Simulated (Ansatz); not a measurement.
Zinc-blende HgTe was calculated with HSE06 in Ansatz (PAW).

Run with plane-wave cutoff 460 eV, 8×8×8 k mesh, Fermi–Dirac smearing 0.01 eV, scalar-relativistic PAW data made under PBE.

Cell (measured lattice):

HgTe is taken in the cubic space group F-43m (No. 216), the zinc blende structure, Pearson symbol cF8. Lattice parameters: a = 6.453 Å, b = 6.453 Å, c = 6.453 Å, α = 90.00°, β = 90.00°, γ = 90.00°. Hg on 4a is surrounded by 4 Te at 2.794 Å (tetrahedral). Te on 4d has 4 Hg at 2.794 Å (tetrahedral). (Neighbours: up to the widest gap in distance over summed covalent radii, below 1.35, at either atom; cation-cation and far metal-metal contacts left out.)
(The calculation used a cell of 2 atoms; values per cell refer to that cell.)

Task: Predict the band gap.

Result: 
- band gap = 0.01 eV (under three smearing widths, so not firm)

Note: the run warned that the count of filled bands differs between k points; cell and atoms aren't relaxed at this level (pressure 2.4 GPa).

Spin–orbit coupling is not included; it can close the smallest gap of 0.01 eV.

Computing time: roughly 4 core-minutes.

Ansatz is a program for electronic structure.
